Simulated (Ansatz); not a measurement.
Two isomers of C3H7NO2: A = `CC1(N)OCO1`, B = `CC(O)NC=O`.

Program: Ansatz. Geometries: PBE0-D4/def2-TZVP. ΔE: electronic, gas phase. CCSD(T)/CBS is the MP2 limit (def2-TZVPP, def2-QZVPP) plus CCSD(T) − MP2 in def2-TZVPP, frozen cores. DFT in def2-TZVPP. B3LYP here is the variant with VWN-RPA as its local correlation; programs differ in this. One conformer a species, not always the lowest.

Q: Which is lower in electronic energy at CCSD(T)/CBS, and by how much? (An estimate is asked.)

A: Ansatz gave: B, by 23.4 kcal/mol.

Q: Give E(B) − E(A) in kcal/mol with MP2/def2-TZVPP, B2PLYP, B3LYP, CCSD(T)/def2-TZVPP, B3LYP-D4, PBE0-D4, CCSD/def2-TZVPP. (Best estimate.)

A: The calculation gave: MP2/def2-TZVPP -24.0, B2PLYP -26.6, B3LYP -27.7, CCSD(T)/def2-TZVPP -23.0, B3LYP-D4 -27.1, PBE0-D4 -23.1, CCSD/def2-TZVPP -22.7. None reverses the order clearly.

Largest T1 diagnostic: 0.014.

In def2-TZVPP, CCSD(T) changes the Hartree–Fock value by +2.5 kcal/mol (the triples alone add −0.3 kcal/mol) and MP2 by +1.4 kcal/mol. From PBE to PBE0 (25 % exact exchange), in def2-TZVPP and without D4, E(B) − E(A) moves by +2.3 kcal/mol.
